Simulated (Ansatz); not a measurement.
What a trial cell of RbLi₃ relaxes into

The calculation used Ansatz, DFT PBE, scalar-relativistic, plane waves, PAW. Cutoff 420 eV, Γ-centred k mesh, Gaussian smearing, no spin polarisation in the final step.

RbLi₃ was placed on the sites of a reported LaBr3 cell (P6_3/m, No. 176), with Rb in place of La, Li in place of Br, at a guessed volume.

```
CELL_PARAMETERS angstrom
6.83028 0.00000 0.00000
-3.41514 5.91520 0.00000
0.00000 0.00000 3.86922
ATOMIC_POSITIONS crystal
Rb 0.33333 0.66667 0.25000
Rb 0.66667 0.33333 0.75000
Li 0.38506 0.29878 0.25000
Li 0.08628 0.38506 0.75000
Li 0.70122 0.08628 0.25000
Li 0.61494 0.70122 0.75000
Li 0.91372 0.61494 0.25000
Li 0.29878 0.91372 0.75000
```

Cell and atoms relax at zero pressure; the relaxation can't lower the symmetry of the start. After a coarse first stage the cell is made exact in the group found at 0.06 Å.

Formation energies are uncorrected and refer to the elements' standard structures at the same level.

**Question.** What does it relax into?

**Answer.** It ends in P6_3/mmc (No. 194). The result has the Ni3Sn (D0_19) structure. Conventional cell: a = 8.342 Å, c = 5.160 Å. Rb has 12 Li at 4.06–4.23 Å; around Li lie 6 Li at 2.91–3.08 Å.

```xyz
8
Lattice="8.3422 0.0000 0.0000 -4.1711 7.2245 0.0000 0.0000 0.0000 5.1601" Properties=species:S:1:pos:R:3 pbc="T T T"
Rb    0.0000    4.8163    1.2900
Rb    4.1711    2.4082    3.8701
Li    1.4545    0.8397    1.2900
Li    0.0000    1.6795    3.8701
Li    6.8877    0.8397    1.2900
Li    2.7166    6.3848    3.8701
Li    4.1711    5.5451    1.2900
Li   -2.7166    6.3848    3.8701
```

**Question.** What are its volume, energy, density and gap?

**Answer.** The volume per atom is 38.87 Å³, the density is 1.14 g/cm³ and the energy over the elements is 0.15 eV/atom. The gap on the 6×6×8 mesh is 0 eV (a metal).

The final run used a 6×6×8 mesh on its 8-atom cell and 0.10 eV smearing. For metals, differences of a few meV/atom aren't resolved. A structure relaxed within its symmetry needn't be a true minimum.

Cost: 3 runs of about 2.3 core-minutes in all, on Arm Neoverse V1 (shared hosts).